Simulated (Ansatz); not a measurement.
**Insertion of a divalent centre (a silylene, a carbene or their kin)**

Start structure (CH5FSi, closed shell), relaxed at PBE0-D4/def2-TZVP:

```xyz
8
angstrom
Si -0.9978 -0.4639 -0.2035
C 0.8247 -0.6818 0.2668
H -1.2258 1.6335 -1.5825
F -0.7046 1.7617 -0.8232
H -1.4597 0.0224 1.1645
H 1.4648 -0.9114 -0.5867
H 0.8692 -1.5371 0.9557
H 1.2293 0.1768 0.8089
```

The step: CH₄Si ([CH3][SiH]) + HF → CH₅FSi ([CH3][SiH2][F]); bonds formed: Si1–H3, Si1–F4; bonds broken: H3–F4. Ansatz 0.2.0; basis: def2-TZVPP and def2-QZVPP; cores frozen in the correlated methods. Extrapolation: Hartree–Fock as exp(−7.88 √X), correlation as X^−2.97. Energies below are by CCSD(T) at an estimated basis limit (MP2 extrapolated from triple and quadruple zeta, plus CCSD(T) − MP2 in triple zeta).

Q: What are the electronic barrier and the energy of the step, from the start structure to the end structure? (To be estimated.)

A: By the calculation: Barrier 0.400 eV; step energy -3.663 eV (downhill); reverse barrier, their difference, 4.063 eV. Barrier and step energy count from the start structure, the reverse barrier from the end structure.

The saddle point: One imaginary mode of 1078i cm⁻¹.
| pair | start (Å) | saddle (Å) | end (Å) |
| --- | --- | --- | --- |
| Si1–H3 | 2.52 | 1.70 | 1.48 |
| Si1–F4 | 2.33 | 2.00 | 1.60 |
| H3–F4 | 0.93 | 1.12 | 2.49 |

Zero-point energy (harmonic, PBE0-D4): ZPE is 1.477 eV at the start and 1.400 eV at the saddle, so the barrier goes from 0.400 to 0.323 eV.

T1 diagnostic: at most 0.015. The restricted Hartree–Fock reference is unstable towards an unrestricted one at one or more of these structures.

Losses and insertions of silylenes and their heavier kin drive the gas-phase chemistry of silicon and germanium vapour deposition.

Labels in which every atom is bracketed show which atoms are joined, not bond orders.

For scale, one of the runs: CCSD(T)/def2-TZVPP, 174 basis functions, launched by `ansatz run in.yaml --threads 2 --pin off --events-out ev --progress --plain --max-ram 4352MiB`. Time: 34 s of wall clock on 2 CPU threads of an Arm Neoverse V1; the host was shared. Peak host memory: 1.5 GiB.
